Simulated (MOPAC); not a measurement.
MOPAC input (AM1):

```
AM1 PRECISE GNORM=0.05 LET XYZ CHARGE=-1 GEO-OK AUX(PRECISION=9) THREADS=1
HS

S    -0.00000000 1   -0.00000000 1   -0.07935692 1
H     0.00000000 1    0.00000000 1    1.26971067 1
```

Problem. What heat of formation does the run end on?

Solution. -11.87 kcal/mol.
